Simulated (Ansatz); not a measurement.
Predict the output of the script below (Ansatz 0.2.0 through its Python package).

`ch2o_dimer.py`:
```python
"""Interaction energy of two CH2O molecules, with the counterpoise correction."""

import ansatz
import numpy as np

FIRST = [
    ("C", (0.0042, 0.0, -0.0023)),
    ("O", (0.6921, 0.5455, 0.8038)),
    ("H", (-0.5457, 0.5466, -0.7869)),
    ("H", (-0.1506, -1.092, -0.0147)),
]
SECOND = [
    ("C", (-2.6254, -0.8807, -0.4396)),
    ("O", (-2.6024, -1.9846, 0.009)),
    ("H", (-1.8899, -0.5201, -1.1785)),
    ("H", (-3.3726, -0.128, -0.1367)),
]

def energy(atoms, ghosts=()):
    molecule = ansatz.Crystal.molecule()
    for symbol, xyz in atoms:
        molecule = molecule.atom(symbol, xyz)
    calc = (
        molecule.calculation()
        .basis(gaussian="def2-SVP")
        .correlation("MP2")
    )
    deck = calc.input()
    if ghosts:
        deck = deck.set(ansatz.key.basis.gaussian.ghost_atoms, [{"symbol": s, "position_ang": list(xyz)} for s, xyz in ghosts])
    return ansatz.Session.from_dict(deck).plan().execute().report["free_energy_ev"]

# monomers in their own basis and in the basis of the dimer
direction = np.array([-0.9366, -0.3137, -0.1559])
print("shift (A)   counterpoise-corrected interaction (eV)")
for shift in (-0.3, 0.0, 0.4, 1.0, 2.0):
    moved = [(s, tuple(np.round(np.array(xyz) + shift * direction, 4))) for s, xyz in SECOND]
    gain = energy(FIRST + moved) - energy(FIRST, moved) - energy(moved, FIRST)
    print(f"{shift:8.2f} {gain:14.3f}")
```

Running `python ch2o_dimer.py` prints:
```text
shift (A)   counterpoise-corrected interaction (eV)
   -0.30          0.875
    0.00          0.321
    0.40          0.078
    1.00          0.011
    2.00          0.005
```

The dimer is a generated trial pose of unrelaxed monomers, not a minimum, so the figure is no binding energy, and the basis set is small. Timing: 5.6 s on 1 thread of Arm Neoverse V2 (shared host), peak memory 0.18 GiB.
